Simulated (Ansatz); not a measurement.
**C3H6ClN: one species, many methods**

How much do the methods differ for C3H6ClN? The plan is to run it at one geometry with functionals of several rungs and with coupled cluster, and see how far each lands from CCSD(T) at the basis-set limit for the atomisation energy.

Computed with Ansatz 0.2.0, Gaussian basis. Level: functionals in def2-TZVPP, the program's frozen cores in correlated methods.

Levels to be run: PBE-D4, r2SCAN-D4, PBE0-D4, B3LYP-D4, ωB97X-V, ωB97M-V, B2PLYP; CCSD(T)/def2-TZVPP; MP2/def2-QZVPP; extrapolation to the limit.

## Step 1: Structure used throughout

The geometry comes from an earlier relaxation with PBE0-D4 in a triple-zeta def2 set; it is a stationary point, not always the lowest conformer.

SMILES `CC(=N)CCl`, 11 atoms, charge 0, spin multiplicity 1.

Atoms are counted from 1 here; the program's logs count them from 0.

Bond lengths: C1–C2 1.497 Å, C1–H6 1.090 Å, C1–H7 1.092 Å, C1–H8 1.094 Å, C2–N3 1.266 Å, C2–C4 1.503 Å, N3–H9 1.021 Å, C4–Cl5 1.786 Å, C4–H10 1.087 Å, C4–H11 1.091 Å. Angles: C2–C1–H6 111.0°, C2–C1–H7 110.4°, C2–C1–H8 110.5°, H6–C1–H7 109.1°, H6–C1–H8 109.0°, H7–C1–H8 106.7°, C1–C2–N3 126.4°, C1–C2–C4 117.3°, N3–C2–C4 116.3°, C2–N3–H9 110.8°, C2–C4–Cl5 112.1°, C2–C4–H10 109.4°, C2–C4–H11 110.7°, Cl5–C4–H10 108.0°, Cl5–C4–H11 106.4°, H10–C4–H11 110.2°.

## Step 2: PBE-D4 (GGA)

in.yaml

```yaml
crystal:
  periodic: [false, false, false]
  atoms:
    - {symbol: C, position_ang: [-0.646270, 0.996399, -0.413910]}
    - {symbol: C, position_ang: [0.289278, -0.167747, -0.317260]}
    - {symbol: N, position_ang: [1.118431, -0.539976, -1.198853]}
    - {symbol: C, position_ang: [0.218213, -1.007381, 0.927227]}
    - {symbol: Cl, position_ang: [0.466742, -0.038016, 2.406311]}
    - {symbol: H, position_ang: [-0.566725, 1.482292, -1.386553]}
    - {symbol: H, position_ang: [-0.427815, 1.725973, 0.368886]}
    - {symbol: H, position_ang: [-1.679658, 0.671288, -0.261748]}
    - {symbol: H, position_ang: [1.067621, 0.062299, -2.021223]}
    - {symbol: H, position_ang: [0.990528, -1.770865, 0.892999]}
    - {symbol: H, position_ang: [-0.765044, -1.471065, 1.024624]}
basis:
  gaussian: {orbitals: def2-TZVPP}
hamiltonian: {xc: pbe, dispersion: d4}
output: {forces: true, orbitals: {seedname: orbitals}}
```

Run with:

```
ansatz run in.yaml --threads 4 --pin off --events-out ev --progress --plain --max-ram 10444MiB
```

Further steps of the session: r2SCAN-D4 (meta-GGA); PBE0-D4 (hybrid); B3LYP-D4 (hybrid); ωB97X-V (range-separated); ωB97M-V (range-separated); B2PLYP (double hybrid); CCSD(T) in def2-TZVPP; MP2 in def2-QZVPP.

**Question.** What will the summary of the whole plan be? Wanted: atomisation energy, CCSD(T)/CBS; farthest; mean size of error, hybrid; mean size of error, range-separated; gap, smallest and largest; T1 diagnostic; triples share of the correlation energy.

As calculated:

```
                               quantity                                 value
        atomisation energy, CCSD(T)/CBS                         4248.0 kJ/mol
 functionals within 21.2 kJ/mol (0.5 %)          r2SCAN-D4, B3LYP-D4, ωB97X-V
                               farthest                PBE-D4 (+135.5 kJ/mol)
             mean size of error, hybrid                           29.2 kJ/mol
    mean size of error, range-separated                           20.4 kJ/mol
              gap, smallest and largest  4.61 eV (PBE-D4), 12.08 eV (ωB97X-V)
                          T1 diagnostic                                0.0107
triples share of the correlation energy                                 4.2 %
```

PBE-D4 is off by +135.5 kJ/mol. Double hybrids carry the basis error of their MP2 part in triple zeta, and no dispersion term here, so their miss is partly the set-up's. Misses under about 21.2 kJ/mol are within the doubt on the reference itself, which lacks core-valence correlation, relativity and higher excitations. Hartree-Fock recovers 72 % of the binding; the rest is correlation. The gap grows from 4.6 to 12.1 eV across the functionals, mostly with the share of exact exchange.
